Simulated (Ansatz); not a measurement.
## Si2H6, singlet: CASSCF and its corrections

Computed with Ansatz's Gaussian-basis code (development build). Basis cc-pV(D+d)Z on Si, cc-pVDZ on H, nonrelativistic, no frozen core. State-specific CASSCF; RHF is the lowest restricted (open-shell) Hartree–Fock solution met. Solutions may break the symmetry of the shape. No proof that the lowest CASSCF solution was found.

Geometry:

| atom | x (Å) | y (Å) | z (Å) |
| --- | --- | --- | --- |
| Si | 0.0000 | 0.0000 | 1.1677 |
| Si | 0.0000 | 0.0000 | -1.1677 |
| H | 0.0000 | 1.3933 | 1.6860 |
| H | -1.2066 | -0.6966 | 1.6860 |
| H | 1.2066 | -0.6966 | 1.6860 |
| H | 0.0000 | -1.3933 | -1.6860 |
| H | -1.2066 | 0.6966 | -1.6860 |
| H | 1.2066 | 0.6966 | -1.6860 |

Task: What do CASSCF and its corrections give against RHF in CAS(2,2), and what are the occupations?

Result: CASSCF -0.362 eV, SC-NEVPT2 -8.028 eV; occupations 1.98, 0.02.

Task: Roughly how much CPU time does a whole run from the default start take (median of such runs, summed over threads; nearly all runs on one pinned thread of a shared server, mostly Xeon at 2.3 to 2.6 GHz, by a development driver)?

Result: CAS(2,2): about 3.7 s. Other jobs ran beside these, and the count of passes differs.
